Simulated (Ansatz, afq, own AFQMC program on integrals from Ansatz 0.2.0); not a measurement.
# The C1–Se2 bond of CH₄Se, singlet, worked out

```yaml
atoms:
  - { symbol: C, position_ang: [-0.1322, -0.3510, -0.3899] }
  - { symbol: Se, position_ang: [0.8576, 0.2576, 1.1737] }
  - { symbol: H, position_ang: [-1.2067, -0.4149, -0.1768] }
  - { symbol: H, position_ang: [0.2466, -1.3563, -0.6174] }
  - { symbol: H, position_ang: [0.0509, 0.3024, -1.2522] }
  - { symbol: H, position_ang: [0.1837, 1.5622, 1.2626] }
```

The molecule and both fragments are relaxed with PBE0/def2-SVP; the fragments keep their bonds.

Basis def2-TZVP. Only valence electrons are correlated. Ansatz 0.2.0 and our own AFQMC program on the same integrals; the CISD trial comes from CCSD amplitudes, and released means the phaseless constraint is let go. ± is one standard error of the sampling. No spin–orbit coupling.

Total energies in eV. CBS is CCSD(T) at the limit of def2-TZVPP/QZVPP (extrapolated itself); the highest rung of each member is named.

Cautions: inner d shell frozen; no relativity below Rb; no spin-orbit coupling.

```
        member  count  CCSD(T)/def2-TZVP  highest rung in def2-TZVP     which  CCSD(T)/CBS
  CH₃, doublet     +1         -1081.7480                 -1081.7643  CCSDT(Q)   -1082.4473
 HSe (doublet)     +1        -65322.7479                -65322.7708  CCSDT(Q)  -65324.8716
CH₄Se, singlet     -1        -66407.4279                -66407.4659  CCSDT(Q)  -66410.3854
```

Problem. Work out the best estimate of the bond energy: the CCSD(T)/CBS difference plus the step from CCSD(T) to the highest rung.

Solution. Sums with the counts: CCSD(T)/CBS 3.0665 eV, highest rung 2.9308 eV, CCSD(T)/def2-TZVP 2.9320 eV. The step is 2.9308 − 2.9320 = -0.0012 eV, so the best estimate is 3.0665 + (-0.0012) = 3.0653 eV. The basis set is worth 0.135 eV of it. Zero-point, core-correlation and spin–orbit terms aren't in it. Past Ne the Hartree–Fock part of each CBS total tends to overshoot, since the cores don't follow the formula; that largely cancels in the difference.

Best estimates are given only where the step beyond CCSD(T) is under 0.3 eV and no member's determinant is very poor (T1 over 0.05, or 0.07 for open shells, ⟨S²⟩ too high by 0.3, two states mixed), so the hardest cases are missing from such tables.

CCSDT and higher add their correlation energy to the determinant of the CCSD(T) run, since their own runs factorise the integrals more tightly (a shift of under 2 meV). Each member of a difference takes its own highest rung, so a best estimate needn't equal the limit plus the step of one row.
